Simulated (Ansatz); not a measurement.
SnH$_{3}$⁻, quintet: reading a ladder of total energies

Geometry: that of the SnH3⁻, triplet, kept fixed. The triplet lies 5.1 eV lower here.

```tsv
atom	x (Å)	y (Å)	z (Å)
Sn	0.0000	-0.0123	0.0000
H	0.0000	-0.1535	-1.9014
H	0.0000	1.7590	0.0000
H	0.0000	-0.1535	1.9014
```

Basis def2-SVPD with its core potentials; Ansatz 0.2.0. Correlated methods freeze the noble-gas cores and the filled d shells of p-block atoms, which leaves 8 electrons in 47 orbitals. Prefix R: restricted or restricted open-shell reference; prefix U: unrestricted. No spin–orbit coupling is included; scalar relativity enters through the core potentials alone. This anion state lies near or above the neutral species, so the extra electron is weakly bound or unbound and the energies hang on the diffuse functions.

Full CI isn't at hand for all of this; UCCSDT(Q) serves as the reference, and is uncertain by the last step of the cluster series or more.

UCCSD has a T1 diagnostic of 0.041 and a largest doubles amplitude of 0.09.

Runs differ by some tens of microhartree through their thresholds and, for an open shell, their frozen cores, so steps under 0.03 kcal/mol mean nothing.

Here the R and U totals at CCSDT(Q) differ by 0.38 kcal/mol, a measure of how far such totals hang on the determinant and its frozen core.

| level | total energy (hartree) |
| --- | --- |
| UHF | -214.823028 |
| UMP2 | -214.911029 |
| UCCSD | -214.940222 |
| UCCSD(T) | -214.945033 |
| UCCSDT | -214.946671 |
| UCCSDT(Q) | -214.946956 |

Task: What is the correlation energy at UCCSDT(Q), and what share of it do UMP2 and UCCSD recover?

Result: E(corr) = -214.946956 − (-214.823028) = -0.123928 hartree = -3.372 eV. UMP2: -0.088001 / -0.123928 = 71.01 %. UCCSD: -0.117194 / -0.123928 = 94.57 %.

Task: By how many kcal/mol does UCCSD(T) miss UCCSDT(Q) (1 hartree = 627.509 kcal/mol), and which steps make up the rest?

Result: -214.945033 − (-214.946956) = 0.001923 hartree = 1.21 kcal/mol. Steps: UCCSDT − UCCSD(T) = -1.03, UCCSDT(Q) − UCCSDT = -0.18 kcal/mol. Differences between like states or geometries often cancel part of this.
